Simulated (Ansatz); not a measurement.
# CH₂BSi radical: an energy map over bond length B1–H5 and angle H5–B1–H4

Aim: map the energy of CH2BSi, SMILES BC#[Si], spin multiplicity 2 over two coordinates, and find its wells, ridges and stiffness.

Computed with Ansatz 0.2.0. Level: UKS PBE0-D4/def2-TZVP.

## (1) The starting structure

SMILES `BC#[Si]`, 5 atoms, charge 0, spin multiplicity 2.

Atoms are counted from 1 here; the program's logs count them from 0.

Bond lengths: B1–C2 1.456 Å, B1–H4 1.225 Å, B1–H5 1.225 Å, C2–Si3 1.733 Å. Angles: C2–B1–H4 121.4°, C2–B1–H5 121.3°, H4–B1–H5 117.3°, B1–C2–Si3 179.8°.

Coordinates:

```
atom     x (Å)     y (Å)     z (Å)
  B1   0.47862  -0.37510  -0.29085
  C2  -0.55691   0.43261   0.33748
 Si3  -1.78694   1.39846   1.08501
  H4   0.20789  -1.41220  -0.88408
  H5   1.65735  -0.04377  -0.24755
```

This geometry comes from a loose relaxation at PBE in a small basis, which is not shown.

## (3) The grid

The axes are (1) bond length B1–H5: 15 values from 1.009 to 1.561 Å; (2) angle H5–B1–H4: 15 values from 74.0 to 164.0 °.

Nothing else is relaxed (all other coordinates rigid). Energies count from the relaxed molecule at the same level.

(The set-up runs are not shown.)

## (4) Point bond length B1–H5 = 1.009 Å, angle H5–B1–H4 = 106.2°

File input.yaml:

```yaml
crystal:
  periodic: [false, false, false]
  atoms:
    - { symbol: B, position_ang: [0.481728, -0.376351, -0.29224] }
    - { symbol: C, position_ang: [-0.54992, 0.429302, 0.333673] }
    - { symbol: Si, position_ang: [-1.76199, 1.376415, 1.068833] }
    - { symbol: H, position_ang: [0.196915, -1.390537, -0.869198] }
    - { symbol: H, position_ang: [1.483365, -0.281161, -0.368012] }
magnetization:
  spin_polarized: true
  initial_magnetization: 1
basis:
  gaussian: { orbitals: def2-TZVP }
hamiltonian:
  xc: pbe0
  dispersion: d4
output:
  forces: true
```

Command:

```console
$ ansatz run input.yaml --threads 1 --pin off --max-ram 2560MiB --backend cpu --events-out ev --progress --plain --runs-dir out
```

Further runs follow: all other points of the grid.

What does the calculation give? Wanted: lowest point; highest computed point; largest force on an atom; dipole moment.

The runs gave:

| quantity | value |
| --- | --- |
| lowest point | bond length B1–H5 = 1.206 Å, angle H5–B1–H4 = 119.0°, 0 kJ/mol |
| highest computed point | bond length B1–H5 = 1.561 Å, angle H5–B1–H4 = 74.0°, 168 kJ/mol above the lowest |
| largest force on an atom (eV/Å) | 0.1 at bond length B1–H5 = 1.206 Å, angle H5–B1–H4 = 119.0° to 8.6 at bond length B1–H5 = 1.009 Å, angle H5–B1–H4 = 164.0°; 0.1 at the lowest point |
| dipole moment (D) | 0.26 at bond length B1–H5 = 1.561 Å, angle H5–B1–H4 = 164.0° to 1.67 at bond length B1–H5 = 1.561 Å, angle H5–B1–H4 = 112.6°; 1.35 at the lowest point |
| time for the whole task | 10 min on 1 thread, shared host |

In words: The lowest computed point is at bond length B1–H5 = 1.206 Å, angle H5–B1–H4 = 119.0°, 0 kJ/mol from the relaxed molecule at the same level. The grid is coarse, so the true minimum lies between grid points and may sit elsewhere than the lowest one. It is the only kind of minimum in the scanned range. The highest computed point, bond length B1–H5 = 1.561 Å, angle H5–B1–H4 = 74.0°, lies 168 kJ/mol above the lowest. Round the minimum the two coordinates are nearly uncoupled.
